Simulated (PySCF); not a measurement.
Question: Give a B3LYP/cc-pVDZ geometry of `C=C/C=C/C=O`.

Answer: 
```xyz
12
C5H6O angstrom
C     -1.8682    0.8087    1.4865
C     -0.8100    0.0420    1.1683
C     -0.0807    0.1595   -0.0817
C      0.9844   -0.5967   -0.4316
C      1.6637   -0.4133   -1.7204
O      2.6225   -1.0629   -2.0904
H     -2.2398    1.5773    0.8024
H     -2.3929    0.6915    2.4368
H     -0.4609   -0.7198    1.8738
H     -0.4329    0.9240   -0.7865
H      1.3828   -1.3747    0.2274
H      1.2241    0.3941   -2.3654
```

Orientation and origin are arbitrary. Atoms count from 1 in this order. The 6 heavy atoms lie in one plane (0.001 Å rms). The C–C distances run from 1.345 Å (C1=C2, drawn double) to 1.468 Å (C4–C5, drawn single), a spread of 0.123 Å. Of the pairs four or more bonds apart, H10···H12 is among the closest relative to their van der Waals radii: 2.35 Å, 98 % of the sum of Bondi's values.

Bonds between heavy atoms (Å): C1=C2 1.345, C2–C3 1.452, C3=C4 1.352, C4–C5 1.468, C5=O6 1.216.

Method: PySCF 2.14.0, B3LYP/cc-pVDZ geometry optimisation, gas phase.

Point group: Cs (tolerance 0.08 Å). No B3LYP/cc-pVDZ frequencies stand behind this structure, so it isn't proved a minimum. One conformer, not necessarily the lowest (C1–C2–C3–C4 180°, C3–C4–C5–O6 180°).
